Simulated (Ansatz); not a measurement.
Geometry optimisation, Ansatz 0.2.0, RKS B3LYP/STO-3G.

Input:

```yaml
crystal:
  periodic: [false, false, false]
  atoms:
    - { symbol: C, position_ang: [0.6743, 0.6994, 1.8442] }
    - { symbol: C, position_ang: [0.9825, 0.1456, 0.5137] }
    - { symbol: S, position_ang: [0.9317, -1.5659, 0.3448] }
    - { symbol: C, position_ang: [0.0293, -0.3897, -0.4563] }
    - { symbol: C, position_ang: [0.2196, -0.2251, -1.9436] }
    - { symbol: C, position_ang: [-1.5054, -0.408, -0.0845] }
    - { symbol: H, position_ang: [0.2756, 1.7643, 1.6919] }
    - { symbol: H, position_ang: [-0.0964, 0.1951, 2.3723] }
    - { symbol: H, position_ang: [1.5174, 0.8238, 2.5137] }
    - { symbol: H, position_ang: [1.8609, 0.642, 0.1217] }
    - { symbol: H, position_ang: [-0.253, -1.0262, -2.4832] }
    - { symbol: H, position_ang: [-0.1943, 0.7377, -2.25] }
    - { symbol: H, position_ang: [1.2376, -0.1705, -2.1833] }
    - { symbol: H, position_ang: [-2.0726, -1.1311, -0.6908] }
    - { symbol: H, position_ang: [-1.9478, 0.5495, -0.2456] }
    - { symbol: H, position_ang: [-1.6822, -0.6638, 0.9793] }
basis:
  gaussian: { orbitals: STO-3G }
hamiltonian:
  xc: b3lyp
relax:
  f_tol: 0.02
  max_steps: 40
scf:
  lower_state_search: "off"
```

Launched with:

```bash
$ ansatz run input.yaml --threads 1 --pin off --max-ram 2048MiB --backend cpu --events-out ev --progress --plain --runs-dir out
```

**Question.** Where does it end, and by what steps?

**Answer.** It converged. Limits of this set-up: minimal basis. After 4 steps the energy has fallen by 1.110 eV; S3 moved furthest, 0.19 Å.

```
step  energy less start (eV)  largest force component (eV/Å)  accepted
   0                  0.0000                           6.483       yes
   1                 -0.9707                           2.217       yes
   2                 -1.0957                           0.595       yes
   3                 -1.1088                           0.104       yes
   4                 -1.1096                           0.019       yes
```

```xyz
16
Properties=species:S:1:pos:R:3
C 0.631 0.780 1.868
C 1.030 0.108 0.533
S 1.052 -1.706 0.368
C -0.018 -0.461 -0.444
C 0.214 -0.197 -1.957
C -1.521 -0.422 -0.059
H 0.271 1.807 1.687
H -0.161 0.218 2.384
H 1.504 0.839 2.537
H 1.869 0.634 0.045
H -0.284 -0.968 -2.566
H -0.203 0.784 -2.240
H 1.288 -0.203 -2.197
H -2.089 -1.132 -0.681
H -1.933 0.586 -0.229
H -1.675 -0.689 0.996
```

Run time: 14 s on 1 CPU thread of a shared host.
